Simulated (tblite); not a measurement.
Compound: propargylene, C₃H₂ (singlet state).
SMILES with atom numbers: `[CH:1]=[C:2]=[CH:3]` (hydrogens: H4 on C1; H5 on C3)
Bond orders are those of one Lewis drawing.

Computed with GFN2-xTB (tblite), gas phase: L-BFGS steps from a force-field or distance-geometry start until the largest atomic force falls under 0.01 eV/Å.

Geometry at step 7:
```
atom  x, y, z in Å
C1      1.2672   -0.2411    0.0132
C2      0.0084   -0.1128   -0.0456
C3     -1.2589   -0.4042   -0.0842
H4      2.0747    0.4757    0.0794
H5     -2.0828    0.2852    0.0201
```

Task: Give the atomic forces at this geometry.

Result: 
```csv
atom,Fx (eV/Å),Fy (eV/Å),Fz (eV/Å)
C1,0.546,0.409,-0.130
C2,-0.920,0.349,0.082
C3,0.507,0.173,0.176
H4,-0.320,-0.619,0.025
H5,0.188,-0.312,-0.153
```

The largest, 0.99 eV/Å, acts on C2; the rms over all components is 0.401 eV/Å. The forces sum to zero within rounding, as they must for an isolated molecule in no field.

Task: Give the force on C2 in Eh/bohr and in nN.

Result: 0.987 eV/Å ÷ 51.422 = 0.01920 Eh/bohr, and 0.987 eV/Å × 1.602 = 1.58 nN.

Task: How far is this geometry from the end of the optimisation?

Result: 0.076 eV above it, and 0.104 Å rms away after alignment. The bonds farthest from their final lengths, with half the difference of the two atoms' forces along the bond (positive lengthens):

```json
{"bond": "C1–H4", "now (Å)": "1.082", "final (Å)": "1.062", "force along bond (eV/Å)": "-0.66"}
{"bond": "C2=C3", "now (Å)": "1.301", "final (Å)": "1.285", "force along bond (eV/Å)": "-0.68"}
{"bond": "C3–H5", "now (Å)": "1.079", "final (Å)": "1.066", "force along bond (eV/Å)": "-0.05"}
{"bond": "C1=C2", "now (Å)": "1.267", "final (Å)": "1.274", "force along bond (eV/Å)": "+0.72"}
```

The angle farthest from its final value is C1–C2–C3, 161.2° against 153.7°.

Of the 3 listed bonds off by 0.010 Å or more, this force points towards the final length in 3.

What follows is the cost of the whole relaxation. Hardware: one thread of an Intel Xeon at 2.50 GHz, shared host with 64 logical CPUs at a one-minute load of 5.6. Cost: 0.12 s.
